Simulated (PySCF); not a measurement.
Species: C5H4P (charge -1).
Structure used (PBE0-D3(BJ)/def2-SVP), in Å, numbered top down from 1:
```xyz
10
C5H4P angstrom
C     -1.986    1.095    0.906
C     -1.459    0.246    0.211
C     -0.843   -0.775   -0.618
P      0.705   -1.634    0.121
C      1.882   -0.408   -0.302
C      2.775    0.394   -0.592
H     -2.397    1.842    1.556
H     -0.593   -0.347   -1.604
H     -1.582   -1.577   -0.796
H      3.527    1.142   -0.752
```

The closed-shell ground state was solved at several levels (PySCF, density fitting, gas phase, non-relativistic). The geometry's basis has no diffuse functions, a weakness for an anion. Where the HOMO energy is positive, the finite basis confines the outermost electrons. No diffuse functions stand in pcSseg-1 and pcSseg-2, which bears on an anion's orbital energies.

```
           level  basis functions  HOMO (eV)  LUMO (eV)  gap (eV)
   PBE0/pcSseg-1              129       0.41       4.81      4.40
wB97X-D/pcSseg-2              279      -1.50       5.68      7.18
```

(1) Estimate the row for wB97X-D/def2-SVPD, a basis of 156 functions; the other rows only guide the guess.

(2) Over all these levels, which gives the widest orbital gap and which the narrowest?

## Answers

(1) HOMO -1.40 eV, LUMO 5.67 eV, gap 7.07 eV.

(2) wB97X-D/pcSseg-2 (range-separated hybrid) has the widest, 7.18 eV, and PBE0/pcSseg-1 (global hybrid, 25 % exact exchange) the narrowest, 4.40 eV. Functional and basis both differ between the two, so the spread mixes both effects.

One conformer stands for the species.
